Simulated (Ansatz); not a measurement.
Compare A (`CC1=CC=C1`) with its isomer B (`C#CC1CC1`).

Computed with Ansatz on PBE0-D4/def2-TZVP structures; ΔE is electronic, products minus reactants. CBS: MP2 limit from def2 TZ/QZ plus the TZ coupled-cluster correction, frozen cores. DFT in def2-TZVPP. B3LYP here is the variant with VWN-RPA as its local correlation; programs differ in this.

(1) Which isomer does CCSD(T)/CBS put lower? Give the gap. (Best estimate.)

(2) Give E(B) − E(A) in kcal/mol with PBE0-D4, B3LYP-D4, B3LYP, CCSD(T)/def2-SVP, B2PLYP, ωB97M-V, BLYP-D4. (Estimate.)

(3) Does the order hold for the free energy at 298.15 K (harmonic terms from PBE0-D4)? (Estimate.)

Largest T1 diagnostic: 0.012.

Answers

(1) Computed: B, by 21.7 kcal/mol.

(2) Ansatz gave: PBE0-D4 -23.7, B3LYP-D4 -24.2, B3LYP -24.6, CCSD(T)/def2-SVP -21.7, B2PLYP -25.6, ωB97M-V -24.2, BLYP-D4 -22.6. None reverses the order clearly.

(3) Ansatz gave: Yes: G(B) − G(A) = -20.6 kcal/mol.

From PBE to PBE0 (25 % exact exchange), in def2-TZVPP and without D4, E(B) − E(A) moves by −1.7 kcal/mol. Leaving LDA and LC-ωPBE aside and taking each functional with its dispersion term where it has one, the values, not all of them listed here, spread over 5.3 kcal/mol, from r2SCAN0-D4 to revPBE-D4.
